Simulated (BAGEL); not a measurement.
**BN2H5 (SMILES NBN) at 4 levels**

We compute a comparison of 4 runs (B3LYP/6-31G*, B3LYP/6-311+G**, PBE0/6-311+G**, RI-MP2/6-311+G**) of BN2H5. 

The results are computed with BAGEL 1.2.2.

6 further runs of the same task are left out: 6 set aside as unsound or not needed.

### 1 Starting point

The species is BN2H5 (8 atoms), meant as a singlet with charge 0. SMILES: `NBN`. The shape is that of a PBE0-D4/def2-TZVP optimisation.

Bond lengths: N1–B2 1.409 Å, B2–N3 1.409 Å, N1–H4 1.005 Å, N1–H5 1.002 Å, B2–H6 1.200 Å, N3–H7 1.003 Å, N3–H8 1.005 Å. Angles: N1–B2–N3 122.9°, N1–B2–H6 118.5°, N3–B2–H6 118.5°, B2–N1–H4 124.5°, B2–N1–H5 121.9°, B2–N3–H7 121.9°, B2–N3–H8 124.5°, H4–N1–H5 113.6°, H7–N3–H8 113.6°.

### 2 A single-point energy at B3LYP/6-31G(d) (density fitting with qzvpp-jkfit, spherical functions) (run 1)

Input file input.json:

```json
{ "bagel" : [

{
  "title" : "molecule",
  "basis" : "6-31gs.json",
  "df_basis" : "qzvpp-jkfit",
  "angstrom" : true,
  "geometry" : [
    { "atom" : "N", "xyz" : [   -0.971000,    0.516500,   -0.581100 ] },
    { "atom" : "B", "xyz" : [    0.194200,    0.386600,    0.200500 ] },
    { "atom" : "N", "xyz" : [    0.848200,   -0.845200,    0.401400 ] },
    { "atom" : "H", "xyz" : [   -1.426800,   -0.244500,   -1.053400 ] },
    { "atom" : "H", "xyz" : [   -1.423900,    1.400900,   -0.713700 ] },
    { "atom" : "H", "xyz" : [    0.649700,    1.368600,    0.718000 ] },
    { "atom" : "H", "xyz" : [    1.676700,   -0.919800,    0.960900 ] },
    { "atom" : "H", "xyz" : [    0.545000,   -1.720300,    0.011600 ] }
  ]
},
{ "title" : "ks", "xc_func" : "b3lyp" },
{ "title" : "print", "file" : "orbitals.molden", "orbitals" : true }

]}
```

The basis set 6-31G* is read from a file made from the Basis Set Exchange's data (not shown).

On the command line:

```console
$ BAGEL_NUM_THREADS=1 BAGEL input.json > input.out
```

The log of the run:

```text
* using 1 threads per process

  ===============================================================
  ===============================================================

  *** Geometry ***

  { "atom" : "N", "xyz" : [     -1.834924,      0.976044,     -1.098120 ] },
  { "atom" : "B", "xyz" : [      0.366985,      0.730568,      0.378890 ] },
  { "atom" : "N", "xyz" : [      1.602866,     -1.597197,      0.758536 ] },
[... 4 lines of this table left out ...]
  { "atom" : "H", "xyz" : [      1.029901,     -3.250896,      0.021921 ] },

  Number of auxiliary basis functions:      319

  Since a DF basis is specified, we compute 2- and 3-index integrals:
    o Being stored without compression. Storage requirement is 0.007 GB

  Number of basis functions:       52
  Number of electrons      :       24

    * METHOD: MOLECULE                             0.07

  *** Kohn-Sham DFT ***

    * Removing 13685 points whose weight is below 1.00e-10
    * Grid points: 105563

  === Nuclear Repulsion ===
    68.8525948158

       - DIIS with orbital gradients will be used.

  === KS iteration (b3lyp / 6-31gs.json) ===
      0       -120.58304368          0.15677885           0.18
      1       -118.61835412          0.16949233           0.18
      2       -125.49517072          0.17027472           0.17
[... 12 lines of this table left out ...]
     15       -137.43610679          0.00000000           0.19
    * SCF iteration converged.

    * Permanent dipole moment:
           (    0.222702,     0.480034,     0.252791) a.u.

    * METHOD: KS                                   3.20

    * METHOD: PRINT                                0.01

  ===============================================================
```

Wall time 3.6 s (1 thread of Intel Xeon Platinum 8488C (Sapphire Rapids), shared host); peak memory 0.26 GiB.

### 3 A single-point energy at B3LYP/6-311+G(d,p) (density fitting with qzvpp-jkfit) (run 2)

Input file job.json:

```json
{ "bagel" : [

{
  "title" : "molecule",
  "basis" : "6-311+gss.json",
  "df_basis" : "qzvpp-jkfit",
  "angstrom" : true,
  "geometry" : [
    { "atom" : "N", "xyz" : [   -0.971000,    0.516500,   -0.581100 ] },
    { "atom" : "B", "xyz" : [    0.194200,    0.386600,    0.200500 ] },
    { "atom" : "N", "xyz" : [    0.848200,   -0.845200,    0.401400 ] },
    { "atom" : "H", "xyz" : [   -1.426800,   -0.244500,   -1.053400 ] },
    { "atom" : "H", "xyz" : [   -1.423900,    1.400900,   -0.713700 ] },
    { "atom" : "H", "xyz" : [    0.649700,    1.368600,    0.718000 ] },
    { "atom" : "H", "xyz" : [    1.676700,   -0.919800,    0.960900 ] },
    { "atom" : "H", "xyz" : [    0.545000,   -1.720300,    0.011600 ] }
  ]
},
{ "title" : "ks", "xc_func" : "b3lyp" },
{ "title" : "print", "file" : "orbitals.molden", "orbitals" : true }

]}
```

The basis set 6-311+G** is read from a file made from the Basis Set Exchange's data (not shown).

On the command line:

```console
$ BAGEL_NUM_THREADS=1 BAGEL job.json > job.out
```

The log of the run:

```text
* using 1 threads per process

  ===============================================================
  ===============================================================

  *** Geometry ***

  { "atom" : "N", "xyz" : [     -1.834924,      0.976044,     -1.098120 ] },
  { "atom" : "B", "xyz" : [      0.366985,      0.730568,      0.378890 ] },
  { "atom" : "N", "xyz" : [      1.602866,     -1.597197,      0.758536 ] },
[... 4 lines of this table left out ...]
  { "atom" : "H", "xyz" : [      1.029901,     -3.250896,      0.021921 ] },

  Number of auxiliary basis functions:      319

  Since a DF basis is specified, we compute 2- and 3-index integrals:
    o Being stored without compression. Storage requirement is 0.024 GB

  Number of basis functions:       96
  Number of electrons      :       24

    * METHOD: MOLECULE                             0.11

  *** Kohn-Sham DFT ***

    * Removing 13685 points whose weight is below 1.00e-10
    * Grid points: 105563

  === Nuclear Repulsion ===
    68.8525948158

       - DIIS with orbital gradients will be used.

  === KS iteration (b3lyp / 6-311+gss.json) ===
      0       -106.72868608          0.22247048           0.32
      1       -109.03799883          0.15353702           0.31
      2       -121.59299692          0.18849281           0.31
[... 14 lines of this table left out ...]
     17       -137.50202841          0.00000000           0.30
    * SCF iteration converged.

    * Permanent dipole moment:
           (    0.199755,     0.430605,     0.226747) a.u.

    * METHOD: KS                                   6.05

    * METHOD: PRINT                                0.02

  ===============================================================
```

Run time: 6.6 s. Hardware: 1 thread of Intel Xeon Platinum 8488C (Sapphire Rapids), shared host; peak memory 0.45 GiB.

Run 3 isn't shown in full; the table further down has it.

### 4 A single-point energy at RI-MP2/6-311+G(d,p) (density fitting with qzvpp-jkfit) (run 4)

Input file mp2.json:

```json
{ "bagel": [

{
  "title": "molecule",
  "basis": "6-311+gss.json",
  "df_basis": "qzvpp-jkfit",
  "angstrom": "true",
  "geometry": [
    { "atom": "N", "xyz": [   -0.971000,    0.516500,   -0.581100 ] },
    { "atom": "B", "xyz": [    0.194200,    0.386600,    0.200500 ] },
    { "atom": "N", "xyz": [    0.848200,   -0.845200,    0.401400 ] },
    { "atom": "H", "xyz": [   -1.426800,   -0.244500,   -1.053400 ] },
    { "atom": "H", "xyz": [   -1.423900,    1.400900,   -0.713700 ] },
    { "atom": "H", "xyz": [    0.649700,    1.368600,    0.718000 ] },
    { "atom": "H", "xyz": [    1.676700,   -0.919800,    0.960900 ] },
    { "atom": "H", "xyz": [    0.545000,   -1.720300,    0.011600 ] }
  ]
},
{ "title": "hf" },
{ "title": "mp2", "ncore": 3 }

]}
```

The basis set 6-311+G** is read from a file made from the Basis Set Exchange's data (not shown).

On the command line:

```console
$ BAGEL_NUM_THREADS=1 BAGEL mp2.json > mp2.out
```

The log of the run:

```text
* using 1 threads per process

  ===============================================================
  ===============================================================

  *** Geometry ***

  { "atom" : "N", "xyz" : [     -1.834924,      0.976044,     -1.098120 ] },
  { "atom" : "B", "xyz" : [      0.366985,      0.730568,      0.378890 ] },
  { "atom" : "N", "xyz" : [      1.602866,     -1.597197,      0.758536 ] },
[... 4 lines of this table left out ...]
  { "atom" : "H", "xyz" : [      1.029901,     -3.250896,      0.021921 ] },

[... 23 lines left out ...]
    * SCF iteration converged.
[... 1 line left out ...]
    * Permanent dipole moment:
[... 2 lines left out ...]
    * METHOD: HF                                   0.40

  *** RHF ***

  === Nuclear Repulsion ===
    68.8525948158

      * DIIS with orbital gradients will be used.

  === RHF iteration (6-311+gss.json) ===
      0       -136.62228586          0.00000000           0.02
    * SCF iteration converged.

    * Permanent dipole moment:
           (    0.182296,     0.392947,     0.206904) a.u.

  === DF-MP2 calculation ===

    * freezing 3 orbitals
    * 3-index integral transformation done
    * assembly done

      MP2 correlation energy:   -0.4604758270      0.02

      MP2 total energy:       -137.0827616836

    * METHOD: MP2                                  0.09

  ===============================================================
```

Run time: 0.84 s. Hardware: 1 thread of Intel Xeon Platinum 8488C (Sapphire Rapids), shared host; peak memory 0.087 GiB.

### 5 All runs side by side

| run | level | frozen core orbitals | energy (Eh) | dipole moment (D) | HOMO energy (eV) | LUMO energy (eV) | wall time |
| --- | --- | --- | --- | --- | --- | --- | --- |
| 1 | B3LYP/6-31G* (density fitting with qzvpp-jkfit, spherical functions) | – | -137.436107 | 1.49 | -6.11 | 2.44 | 3.6 s |
| 2 | B3LYP/6-311+G** (density fitting with qzvpp-jkfit) | – | -137.502028 | 1.34 | -6.69 | -0.13 | 6.6 s |
| 3 | PBE0/6-311+G** (density fitting with qzvpp-jkfit) | – | -137.322876 | 1.35 | -6.92 | 0.15 | 5.7 s |
| 4 | RI-MP2/6-311+G** (density fitting with qzvpp-jkfit) | 3 | -137.082762 | – | – | – | 0.84 s |

### 6 Results

```
                                          quantity          value
                               run 4: total energy  -137.08276 Eh
run 4: correlation energy (3 core orbitals frozen)     -460.5 mEh
```

**Reading.** Over runs 1, 2, 3 the dipole moment (its size) runs from 1.34 D (B3LYP/6-311+G**) to 1.49 D (B3LYP/6-31G*). Over runs 1, 2, 3 the HOMO–LUMO gap runs from 6.56 eV (B3LYP/6-311+G**) to 8.55 eV (B3LYP/6-31G*). Totals of different functionals can't be ranked against each other. All runs together took 17 s, the longest 6.6 s.
